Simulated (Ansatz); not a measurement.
Input file:

```yaml
crystal:
  periodic: [false, false, false]
  atoms:
    - {symbol: B, position_ang: [0.000000, -0.139406, 0.000000]}
    - {symbol: H, position_ang: [0.000000, 0.747624, -1.095056]}
    - {symbol: H, position_ang: [0.000000, 0.747624, 1.095056]}
basis:
  gaussian: {orbitals: "6-31++G**"}
total_charge: -1
correlation: {method: fci, electrons: outside_noble_gas}
```

```sh
$ ansatz run in.yaml --threads 1 --pin off --events-out ev --progress --plain --max-ram 2393MiB
```

(1) Roughly how long does this take on 1 thread of Arm Neoverse V1, shared host, and how much host memory?

```
503 factors; integrals over basis functions are off by at most 2.2e-7 eV
mean field evaluation 1: about -698.2439 eV, gradient 1.2e1 eV
mean field evaluation 2: about -698.2438 eV, gradient 1.2e1 eV
mean field evaluation 4: about -699.2490 eV, gradient 1.6e0 eV
mean field evaluation 8: about -699.3009 eV, gradient 1.5e-3 eV
mean field evaluation 16: about -695.7094 eV, gradient 1.7e-1 eV
mean field evaluation 32: about -695.7086 eV, gradient 1.3e-3 eV
mean field -699.30084875 eV, -25.6988321883 hartree, gradient 2.3e-6 eV, S^2 0.000000; 3 other end points of the search recorded, 0 dependent functions left out; unrestricted orbitals would lower it
1 core orbitals not correlated: weight in the atoms' cores, before any rotation towards them, 1.000 or more for the frozen orbitals, at most 0.000 for the correlated occupied ones
reference -699.30084875 eV, -25.6988321883 hartree; 3, 3 occupied and 27, 27 virtual orbitals, 503 factors
state -702.61811000 eV, -25.8207392910 hartree
Total energy: -702.61811000 eV, -25.8207392910 hartree
```

Answers

(1) 19 s wall and 0.43 GiB.
